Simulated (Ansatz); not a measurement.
Reaction (SMILES): OO (H2O2) [hydrogen peroxide] → O[O-] + H+

Property: gas-phase deprotonation energy (enthalpy at 298 K), in kcal/mol. Terms: LANL2DZ all-electron up to Ne; six Cartesian d functions in 6-31G* and its kin unless marked 5d; no spin-orbit coupling; non-relativistic; 6-311+G** with 5d; valence correlation only. Ab initio and DFT rows: single points at B3LYP-D3(BJ) geometries (Ansatz, a program for electronic structure), with unscaled harmonic terms from B3LYP/6-31G* at its own minima. Sets without +, aug- or the D of def2-TZVPD hold no diffuse functions, which anions need.

Measured values: Active Thermochemical Tables 1.112 (ions: stationary electron), as tabulated in the package chemicals; they hold spin-orbit and core effects, anharmonicity. 

Value to compare with, the measured value: 376.2 kcal/mol.

```
level          program  gas-phase deprotonation energy (enthalpy at 298 K) (kcal/mol)  error
-------------  -------  -------------------------------------------------------------  -----
MP2/STO-3G      Ansatz                                                          530.1  153.9
MP2/3-21G       Ansatz                                                          412.7   36.5
MP2/LANL2DZ     Ansatz                                                          374.7   -1.5
MP2/6-31G*      Ansatz                                                          395.5   19.3
MP2/6-311+G**   Ansatz                                                          378.8    2.6
```

Among the 5 habitual levels, MP2/STO-3G lies farthest from the measured value (153.9 kcal/mol) and MP2/LANL2DZ nearest (-1.5); 4 of 5 lie above it, and their mean absolute error is 42.8 kcal/mol, the median 19.3. One case shows no general order.

The sets are all those run for this method; runs whose electronic state is in doubt are left out.
